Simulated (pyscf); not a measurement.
Thermochemistry of product channels of H₃C–Zn–CH₃ + HF on the singlet surface, in kcal/mol, from CCSD(T)/def2-TZVPP + ΔMP2(QZVPP) energies (ideal gas, 1 atm, RRHO with modes under 100 cm⁻¹ raised to 100, one conformer, R ln 2 for rigid chiral ones). Structures and frequencies: ωB97X-D3(BJ)/def2-SVP in PySCF. MP2 and CC: frozen core, UHF for open shells. ΔMP2 is the change of the MP2 total energy from the triple- to the quadruple-zeta basis.

```tsv
products	ΔE	ΔH(298 K)	ΔG(600 K)	ΔG(900 K)
H₃C–F + H₃C–ZnH	+22.1	+21.5	+21.1	+21.7
CH₄ + H₃C–Zn–F	-24.5	-23.5	-22.5	-21.4
```

These are energies of the channels, which say nothing of barriers. The CCSD(T) − MP2 part came from Ansatz, without density fitting, on the same reference. The frozen core leaves the outer d or s,p core shells of the metals and heavy elements correlated in the MP2 and CC values, and def2-TZVPP describes them poorly, which can shift differences by a few kcal/mol. Elements up to Kr have no core potential and no relativistic terms here.
